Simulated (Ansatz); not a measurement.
Cost and result for the atomization energy of `O[Si]O` (5 atoms, 4 bonds).

Total charge 0; spin multiplicity 1. The structure was optimised at the PBE0-D4/def2-TZVP level. It is one conformer, not always the lowest. Program: Ansatz. All runs use 2 threads of a server CPU on a shared host. Times are those of one run each, without the atoms' runs, and a repeat can differ threefold. Electronic energies, without spin–orbit coupling; frozen cores. CCSD(T)/CBS extrapolates def2-TZVPP and def2-QZVPP, and its time is that of the two runs behind it. T1 = 0.015. B3LYP takes the VWN-RPA correlation (the form of Gaussian; ORCA's B3LYP/G).

CCSD(T)/CBS is a level of theory with its own doubt, some kJ/mol a heavy atom from the limit and from the frozen cores, so smaller differences don't rank the functionals.

```tsv
level	functions	atomization (kJ/mol)	difference from CCSD(T)/CBS	per bond
CCSD(T)/def2-TZVPP	132	1874.1	-69.2	-17.3
BLYP-D4/def2-TZVPP	132	1940.9	-2.4	-0.6
B3LYP-D4/def2-TZVPP (with forces)	132	1918.2	-25.1	-6.3
BHLYP-D4/def2-TZVPP	132	1824.5	-118.8	-29.7
r2SCAN-D4/def2-TZVPP (with forces)	132	1921.5	-21.8	-5.4
ωB97M-V/def2-TZVPP (with forces)	132	1946.8	3.5	0.9
CCSD(T)/CBS(def2)	–	1943.3	0.0	0.0
r2SCANh-D4/def2-TZVPP	132	1897.3	-46.0	-11.5
LDA (SPW92)/def2-TZVPP	132	2247.2	303.9	76.0
CCSD(T)/def2-QZVPP	244	1916.1	-27.2	-6.8
CCSD(T)/def2-SVP	56	1744.7	-198.6	-49.6
B97M-V/def2-TZVPP	132	1926.9	-16.4	-4.1
PBE0-D4/def2-TZVPP	132	1893.0	-50.3	-12.6
```

(1) Order the runs by time, with rough figures. (An estimate is asked.)

## Answers

(1) Computed: LDA (SPW92)/def2-TZVPP 0.35 s; CCSD(T)/def2-SVP 0.4 s; BLYP-D4/def2-TZVPP 0.55 s; PBE0-D4/def2-TZVPP 0.6 s; BHLYP-D4/def2-TZVPP 0.7 s; B3LYP-D4/def2-TZVPP (with forces) 0.95 s; r2SCANh-D4/def2-TZVPP 1.1 s; r2SCAN-D4/def2-TZVPP (with forces) 1.2 s; B97M-V/def2-TZVPP 1.8 s; ωB97M-V/def2-TZVPP (with forces) 2.4 s; CCSD(T)/def2-TZVPP 3.7 s; CCSD(T)/def2-QZVPP 2.1 min; CCSD(T)/CBS(def2) 2.1 min.

From BLYP to BHLYP (50 % exact exchange), in def2-TZVPP and without D4, the atomization energy moves by −109.1 kJ/mol: exact exchange takes away binding that semilocal exchange gives to molecules. Leaving LDA and LC-ωPBE aside and taking each functional with its dispersion term where it has one, the values, not all of them listed here, spread over 137.8 kJ/mol, from BHLYP-D4 to PBE-D4. LDA lies +291.8 kJ/mol from PBE without D4, its usual overbinding. The D4 term adds +11.2 kJ/mol with B3LYP and +5.6 kJ/mol with PBE0; it sums over pairs of atoms, weighted by their polarisabilities, and B3LYP, whose exchange is more repulsive, gets the larger term.
